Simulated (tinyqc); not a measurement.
Inside a calculation. Method: CCD on RHF in the sto-3g basis, frozen core, for BH2+, spin multiplicity 1. One step of it, computed by the program tinyqc.

Task: Iteration 1: building the Fock matrix. J_ij = sum D_kl (ij|kl), K_ij = sum D_kl (ik|jl); F = H + J - 0.5 K; E = tr D H + tr D J / 2 - 0.25 tr D K + E_nn.

D at the start, lower triangle:
```
            1B 1s     1B 2s    1B 2px     1B 2py    1B 2pz     2H 1s     3H 1s
1B 1s    2.019905
1B 2s   -0.094871  0.587857
1B 2px   0.000000  0.000000  0.000000
1B 2py   0.000000  0.000000  0.000000   0.985279
1B 2pz  -0.115775  0.317489  0.000000   0.000000  0.173546
2H 1s   -0.180665  0.362304  0.000000   0.428347  0.199607  0.416964
3H 1s   -0.180665  0.362304  0.000000  -0.428347  0.199607  0.044519  0.416964
```

core Hamiltonian H = T + V (hartree), lower triangle:
```
             1B 1s      1B 2s     1B 2px     1B 2py     1B 2pz      2H 1s      3H 1s
1B 1s   -13.147746
1B 2s    -3.409972  -4.218496
1B 2px    0.000000   0.000000  -3.352727
1B 2py    0.000000   0.000000   0.000000  -3.510030
1B 2pz   -0.016301  -0.147907   0.000000   0.000000  -3.407355
2H 1s    -0.694131  -1.641474   0.000000  -1.308635  -0.798370  -2.752208
3H 1s    -0.694131  -1.641474   0.000000   1.308635  -0.798370  -0.334201  -2.752208
```

Two-electron integrals (ij|kl) in chemists' order, unique and non-zero (hartree):
```
(11|11) 2.923513    (21|11) 0.518376    (21|21) 0.109262    (22|11) 0.744229
(22|21) 0.193177    (22|22) 0.544804    (31|31) 0.020264    (32|31) 0.029996
(32|32) 0.120346    (33|11) 0.742491    (33|21) 0.193240    (33|22) 0.544682
(33|33) 0.586773    (41|41) 0.020264    (42|41) 0.029996    (42|42) 0.120346
(43|43) 0.031630    (44|11) 0.742491    (44|21) 0.193240    (44|22) 0.544682
(44|33) 0.523513    (44|44) 0.586773    (51|51) 0.020264    (52|51) 0.029996
(52|52) 0.120346    (53|53) 0.031630    (54|54) 0.031630    (55|11) 0.742491
(55|21) 0.193240    (55|22) 0.544682    (55|33) 0.523513    (55|44) 0.523513
(55|55) 0.586773    (61|11) 0.103812    (61|21) 0.021812    (61|22) 0.038710
(61|33) 0.038521    (61|41) 0.001361    (61|42) 0.002509    (61|44) 0.038957
(61|51) 0.000802    (61|52) 0.001479    (61|54) 0.000257    (61|55) 0.038673
(61|61) 0.004492    (62|11) 0.249655    (62|21) 0.065806    (62|22) 0.204053
(62|33) 0.198226    (62|41) 0.006245    (62|42) 0.037966    (62|44) 0.211061
(62|51) 0.003680    (62|52) 0.022373    (62|54) 0.007563    (62|55) 0.202683
(62|61) 0.014028    (62|62) 0.105180    (63|31) 0.006600    (63|32) 0.030805
(63|43) 0.007097    (63|53) 0.004183    (63|63) 0.011623    (64|11) 0.201099
(64|21) 0.053712    (64|22) 0.175774    (64|33) 0.166429    (64|41) 0.011007
(64|42) 0.060704    (64|44) 0.190758    (64|51) 0.002597    (64|52) 0.017620
(64|54) 0.010155    (64|55) 0.169948    (64|61) 0.012010    (64|62) 0.106105
(64|64) 0.116485    (65|11) 0.118508    (65|21) 0.031653    (65|22) 0.103584
(65|33) 0.098077    (65|41) 0.002597    (65|42) 0.017620    (65|44) 0.104049
(65|51) 0.008131    (65|52) 0.041188    (65|54) 0.010617    (65|55) 0.108516
(65|61) 0.007078    (65|62) 0.062528    (65|64) 0.061795    (65|65) 0.048040
(66|11) 0.408708    (66|21) 0.109740    (66|22) 0.384876    (66|33) 0.361986
(66|41) 0.012678    (66|42) 0.102125    (66|44) 0.412627    (66|51) 0.007471
(66|52) 0.060183    (66|54) 0.029843    (66|55) 0.379573    (66|61) 0.023847
(66|62) 0.253258    (66|64) 0.277712    (66|65) 0.163656    (66|66) 0.774606
(71|11) 0.103812    (71|21) 0.021812    (71|22) 0.038710    (71|33) 0.038521
(71|41) -0.001361   (71|42) -0.002509   (71|44) 0.038957    (71|51) 0.000802
(71|52) 0.001479    (71|54) -0.000257   (71|55) 0.038673    (71|61) 0.004291
(71|62) 0.012833    (71|64) 0.009973    (71|65) 0.006489    (71|66) 0.021275
(71|71) 0.004492    (72|11) 0.249655    (72|21) 0.065806    (72|22) 0.204053
(72|33) 0.198226    (72|41) -0.006245   (72|42) -0.037966   (72|44) 0.211061
(72|51) 0.003680    (72|52) 0.022373    (72|54) -0.007563   (72|55) 0.202683
(72|61) 0.012833    (72|62) 0.069653    (72|64) 0.052007    (72|65) 0.040430
(72|66) 0.128112    (72|71) 0.014028    (72|72) 0.105180    (73|31) 0.006600
(73|32) 0.030805    (73|43) -0.007097   (73|53) 0.004183    (73|63) 0.006997
(73|73) 0.011623    (74|11) -0.201099   (74|21) -0.053712   (74|22) -0.175774
(74|33) -0.166429   (74|41) 0.011007    (74|42) 0.060704    (74|44) -0.190758
(74|51) -0.002597   (74|52) -0.017620   (74|54) 0.010155    (74|55) -0.169948
(74|61) -0.009973   (74|62) -0.052007   (74|64) -0.033174   (74|65) -0.029657
(74|66) -0.090774   (74|71) -0.012010   (74|72) -0.106105   (74|74) 0.116485
(75|11) 0.118508    (75|21) 0.031653    (75|22) 0.103584    (75|33) 0.098077
(75|41) -0.002597   (75|42) -0.017620   (75|44) 0.104049    (75|51) 0.008131
(75|52) 0.041188    (75|54) -0.010617   (75|55) 0.108516    (75|61) 0.006489
(75|62) 0.040430    (75|64) 0.029657    (75|65) 0.029944    (75|66) 0.077792
(75|71) 0.007078    (75|72) 0.062528    (75|74) -0.061795   (75|75) 0.048040
(76|11) 0.046899    (76|21) 0.012371    (76|22) 0.038912    (76|33) 0.037750
(76|44) 0.039068    (76|51) 0.001167    (76|52) 0.007213    (76|55) 0.039882
(76|61) 0.002547    (76|62) 0.017158    (76|64) 0.015106    (76|65) 0.011116
(76|66) 0.037388    (76|71) 0.002547    (76|72) 0.017158    (76|74) -0.015106
(76|75) 0.011116    (76|76) 0.003544    (77|11) 0.408708    (77|21) 0.109740
(77|22) 0.384876    (77|33) 0.361986    (77|41) -0.012678   (77|42) -0.102125
(77|44) 0.412627    (77|51) 0.007471    (77|52) 0.060183    (77|54) -0.029843
(77|55) 0.379573    (77|61) 0.021275    (77|62) 0.128112    (77|64) 0.090774
(77|65) 0.077792    (77|66) 0.239511    (77|71) 0.023847    (77|72) 0.253258
(77|74) -0.277712   (77|75) 0.163656    (77|76) 0.037388    (77|77) 0.774606
```

nuclear repulsion = 4.37318361 hartree

Give: Coulomb J; exchange K; Fock matrix F; total energy of this density.

Result:

Coulomb J (hartree), lower triangle:
```
        1B 1s  1B 2s  1B 2px  1B 2py  1B 2pz  2H 1s  3H 1s
1B 1s   8.176
1B 2s   1.653  3.394
1B 2px  0.000  0.000   3.318
1B 2py  0.000  0.000   0.000   3.487
1B 2pz  0.036  0.215   0.000   0.000   3.365
2H 1s   0.334  1.322   0.000   1.154   0.721  2.638
3H 1s   0.334  1.322   0.000  -1.154   0.721  0.254  2.638
```

exchange K (hartree), lower triangle:
```
         1B 1s  1B 2s  1B 2px  1B 2py  1B 2pz  2H 1s  3H 1s
1B 1s    5.858
1B 2s    1.114  1.069
1B 2px   0.000  0.000   0.208
1B 2py   0.000  0.000   0.000   1.199
1B 2pz  -0.009  0.438   0.000   0.000   0.440
2H 1s    0.225  0.667   0.000   0.618   0.376  1.038
3H 1s    0.225  0.667   0.000  -0.618   0.376  0.153  1.038
```

Fock matrix F (hartree), lower triangle:
```
         1B 1s   1B 2s  1B 2px  1B 2py  1B 2pz   2H 1s   3H 1s
1B 1s   -7.901
1B 2s   -2.314  -1.359
1B 2px   0.000   0.000  -0.139
1B 2py   0.000   0.000   0.000  -0.622
1B 2pz   0.025  -0.152   0.000   0.000  -0.263
2H 1s   -0.473  -0.653   0.000  -0.464  -0.265  -0.633
3H 1s   -0.473  -0.653   0.000   0.464  -0.265  -0.157  -0.633
```

total energy of this density = -25.04933 hartree
